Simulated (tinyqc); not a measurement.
RHF in the sto-6g basis, for H2O, spin multiplicity 1, step by step. One step of it, computed by the program tinyqc.

Question. Iteration 2: building the Fock matrix. J_ij = sum D_kl (ij|kl), K_ij = sum D_kl (ik|jl); F = H + J - 0.5 K; E = tr D H + tr D J / 2 - 0.25 tr D K + E_nn.

D after iteration 1, order 1O 1s, 1O 2s, 1O 2px, 1O 2py, 1O 2pz, 2H 1s, 3H 1s:
$$\begin{pmatrix}
2.105029 & -0.455299 & 0.000000 & 0.000000 & 0.101733 & -0.012494 & -0.012494 \\
-0.455299 & 2.068713 & 0.000000 & 0.000000 & -0.645184 & -0.111602 & -0.111602 \\
0.000000 & 0.000000 & 2.000000 & 0.000000 & 0.000000 & 0.000000 & 0.000000 \\
0.000000 & 0.000000 & 0.000000 & 0.631225 & 0.000000 & 0.520518 & -0.520518 \\
0.101733 & -0.645184 & 0.000000 & 0.000000 & 1.177588 & 0.536185 & 0.536185 \\
-0.012494 & -0.111602 & 0.000000 & 0.520518 & 0.536185 & 0.692847 & -0.165608 \\
-0.012494 & -0.111602 & 0.000000 & -0.520518 & 0.536185 & -0.165608 & 0.692847
\end{pmatrix}$$

core Hamiltonian H = T + V (hartree), order 1O 1s, 1O 2s, 1O 2px, 1O 2py, 1O 2pz, 2H 1s, 3H 1s:
$$\begin{pmatrix}
-33.016371 & -7.298156 & 0.000000 & 0.000000 & -0.016614 & -1.690764 & -1.690764 \\
-7.298156 & -9.229891 & 0.000000 & 0.000000 & -0.186047 & -3.613218 & -3.613218 \\
0.000000 & 0.000000 & -7.460532 & 0.000000 & 0.000000 & 0.000000 & 0.000000 \\
0.000000 & 0.000000 & 0.000000 & -7.634946 & 0.000000 & -2.132031 & 2.132031 \\
-0.016614 & -0.186047 & 0.000000 & 0.000000 & -7.526901 & -1.368627 & -1.368627 \\
-1.690764 & -3.613218 & 0.000000 & -2.132031 & -1.368627 & -4.982553 & -1.315622 \\
-1.690764 & -3.613218 & 0.000000 & 2.132031 & -1.368627 & -1.315622 & -4.982553
\end{pmatrix}$$

Two-electron integrals (ij|kl) in chemists' order, unique and non-zero (hartree):
```
(11|11) 4.787491    (21|11) 0.675884    (21|21) 0.121505    (22|11) 1.117379
(22|21) 0.249212    (22|22) 0.817383    (31|31) 0.025762    (32|31) 0.039145
(32|32) 0.180664    (33|11) 1.117381    (33|21) 0.249212    (33|22) 0.817382
(33|33) 0.880663    (41|41) 0.025762    (42|41) 0.039145    (42|42) 0.180664
(43|43) 0.047461    (44|11) 1.117381    (44|21) 0.249212    (44|22) 0.817382
(44|33) 0.785741    (44|44) 0.880663    (51|51) 0.025762    (52|51) 0.039145
(52|52) 0.180664    (53|53) 0.047461    (54|54) 0.047461    (55|11) 1.117381
(55|21) 0.249212    (55|22) 0.817382    (55|33) 0.785741    (55|44) 0.785741
(55|55) 0.880663    (61|11) 0.166002    (61|21) 0.028594    (61|22) 0.057334
(61|33) 0.057210    (61|41) 0.001188    (61|42) 0.002316    (61|44) 0.057480
(61|51) 0.000733    (61|52) 0.001429    (61|54) 0.000167    (61|55) 0.057313
(61|61) 0.006859    (62|11) 0.391312    (62|21) 0.088437    (62|22) 0.319641
(62|33) 0.314423    (62|41) 0.006003    (62|42) 0.043690    (62|44) 0.325761
(62|51) 0.003703    (62|52) 0.026951    (62|54) 0.006995    (62|55) 0.318737
(62|61) 0.020906    (62|62) 0.153427    (63|31) 0.009982    (63|32) 0.055661
(63|43) 0.009080    (63|53) 0.005601    (63|63) 0.022098    (64|11) 0.235477
(64|21) 0.053989    (64|22) 0.208146    (64|33) 0.198683    (64|41) 0.013228
(64|42) 0.082765    (64|44) 0.224253    (64|51) 0.002002    (64|52) 0.016720
(64|54) 0.010173    (64|55) 0.201503    (64|61) 0.013369    (64|62) 0.121505
(64|64) 0.117374    (65|11) 0.145258    (65|21) 0.033304    (65|22) 0.128399
(65|33) 0.122561    (65|41) 0.002002    (65|42) 0.016720    (65|44) 0.127133
(65|51) 0.011217    (65|52) 0.065975    (65|54) 0.011900    (65|55) 0.135502
(65|61) 0.008247    (65|62) 0.074953    (65|64) 0.058773    (65|65) 0.058353
(66|11) 0.523484    (66|21) 0.120500    (66|22) 0.496726    (66|33) 0.476703
(66|41) 0.010950    (66|42) 0.107722    (66|44) 0.520215    (66|51) 0.006755
(66|52) 0.066450    (66|54) 0.026841    (66|55) 0.493260    (66|61) 0.028809
(66|62) 0.297327    (66|64) 0.269118    (66|65) 0.166010    (66|66) 0.774999
(71|11) 0.166002    (71|21) 0.028594    (71|22) 0.057334    (71|33) 0.057210
(71|41) -0.001188   (71|42) -0.002316   (71|44) 0.057480    (71|51) 0.000733
(71|52) 0.001429    (71|54) -0.000167   (71|55) 0.057313    (71|61) 0.006741
(71|62) 0.020107    (71|64) 0.011682    (71|65) 0.007928    (71|66) 0.027263
(71|71) 0.006859    (72|11) 0.391312    (72|21) 0.088437    (72|22) 0.319641
(72|33) 0.314423    (72|41) -0.006003   (72|42) -0.043690   (72|44) 0.325761
(72|51) 0.003703    (72|52) 0.026951    (72|54) -0.006995   (72|55) 0.318737
(72|61) 0.020107    (72|62) 0.122081    (72|64) 0.066844    (72|65) 0.057817
(72|66) 0.191860    (72|71) 0.020906    (72|72) 0.153427    (73|31) 0.009982
(73|32) 0.055661    (73|43) -0.009080   (73|53) 0.005601    (73|63) 0.016946
(73|73) 0.022098    (74|11) -0.235477   (74|21) -0.053989   (74|22) -0.208146
(74|33) -0.198683   (74|41) 0.013228    (74|42) 0.082765    (74|44) -0.224253
(74|51) -0.002002   (74|52) -0.016720   (74|54) 0.010173    (74|55) -0.201503
(74|61) -0.011682   (74|62) -0.066844   (74|64) -0.020213   (74|65) -0.030953
(74|66) -0.093606   (74|71) -0.013369   (74|72) -0.121505   (74|74) 0.117374
(75|11) 0.145258    (75|21) 0.033304    (75|22) 0.128399    (75|33) 0.122561
(75|41) -0.002002   (75|42) -0.016720   (75|44) 0.127133    (75|51) 0.011217
(75|52) 0.065975    (75|54) -0.011900   (75|55) 0.135502    (75|61) 0.007928
(75|62) 0.057817    (75|64) 0.030953    (75|65) 0.043892    (75|66) 0.099321
(75|71) 0.008247    (75|72) 0.074953    (75|74) -0.058773   (75|75) 0.058353
(76|11) 0.132485    (76|21) 0.030176    (76|22) 0.116539    (76|33) 0.114254
(76|44) 0.116907    (76|51) 0.002076    (76|52) 0.017339    (76|55) 0.118456
(76|61) 0.007030    (76|62) 0.053704    (76|64) 0.036782    (76|65) 0.029517
(76|66) 0.103845    (76|71) 0.007030    (76|72) 0.053704    (76|74) -0.036782
(76|75) 0.029517    (76|76) 0.022559    (77|11) 0.523484    (77|21) 0.120500
(77|22) 0.496726    (77|33) 0.476703    (77|41) -0.010950   (77|42) -0.107722
(77|44) 0.520215    (77|51) 0.006755    (77|52) 0.066450    (77|54) -0.026841
(77|55) 0.493260    (77|61) 0.027263    (77|62) 0.191860    (77|64) 0.093606
(77|65) 0.099321    (77|66) 0.315115    (77|71) 0.028809    (77|72) 0.297327
(77|74) -0.269118   (77|75) 0.166010    (77|76) 0.103845    (77|77) 0.774999
```

nuclear repulsion = 9.00080203 hartree

Give: Coulomb J; exchange K; Fock matrix F; total energy of this density.

Answer.

Coulomb J (hartree), order 1O 1s, 1O 2s, 1O 2px, 1O 2py, 1O 2pz, 2H 1s, 3H 1s:
$$\begin{pmatrix}
17.3301 & 3.0768 & 0.0000 & 0.0000 & -0.0101 & 0.7290 & 0.7290 \\
3.0768 & 8.1423 & 0.0000 & 0.0000 & 0.0254 & 3.1773 & 3.1773 \\
0.0000 & 0.0000 & 8.1547 & 0.0000 & 0.0000 & 0.0000 & 0.0000 \\
0.0000 & 0.0000 & 0.0000 & 8.1422 & 0.0000 & 2.0681 & -2.0681 \\
-0.0101 & 0.0254 & 0.0000 & 0.0000 & 8.1299 & 1.2902 & 1.2902 \\
0.7290 & 3.1773 & 0.0000 & 2.0681 & 1.2902 & 5.0705 & 1.1643 \\
0.7290 & 3.1773 & 0.0000 & -2.0681 & 1.2902 & 1.1643 & 5.0705
\end{pmatrix}$$

exchange K (hartree), order 1O 1s, 1O 2s, 1O 2px, 1O 2py, 1O 2pz, 2H 1s, 3H 1s:
$$\begin{pmatrix}
9.8021 & 1.5168 & 0.0000 & 0.0000 & 0.0034 & 0.3831 & 0.3831 \\
1.5168 & 2.5817 & 0.0000 & 0.0000 & -0.1282 & 1.1012 & 1.1012 \\
0.0000 & 0.0000 & 2.2701 & 0.0000 & 0.0000 & 0.0000 & 0.0000 \\
0.0000 & 0.0000 & 0.0000 & 1.7195 & 0.0000 & 0.7107 & -0.7107 \\
0.0034 & -0.1282 & 0.0000 & 0.0000 & 1.9060 & 0.4918 & 0.4918 \\
0.3831 & 1.1012 & 0.0000 & 0.7107 & 0.4918 & 1.2953 & 0.3596 \\
0.3831 & 1.1012 & 0.0000 & -0.7107 & 0.4918 & 0.3596 & 1.2953
\end{pmatrix}$$

Fock matrix F (hartree), order 1O 1s, 1O 2s, 1O 2px, 1O 2py, 1O 2pz, 2H 1s, 3H 1s:
$$\begin{pmatrix}
-20.5873 & -4.9798 & 0.0000 & 0.0000 & -0.0284 & -1.1533 & -1.1533 \\
-4.9798 & -2.3785 & 0.0000 & 0.0000 & -0.0965 & -0.9865 & -0.9865 \\
0.0000 & 0.0000 & -0.4408 & 0.0000 & 0.0000 & 0.0000 & 0.0000 \\
0.0000 & 0.0000 & 0.0000 & -0.3525 & 0.0000 & -0.4193 & 0.4193 \\
-0.0284 & -0.0965 & 0.0000 & 0.0000 & -0.3500 & -0.3243 & -0.3243 \\
-1.1533 & -0.9865 & 0.0000 & -0.4193 & -0.3243 & -0.5597 & -0.3311 \\
-1.1533 & -0.9865 & 0.0000 & 0.4193 & -0.3243 & -0.3311 & -0.5597
\end{pmatrix}$$

total energy of this density = -75.658247 hartree
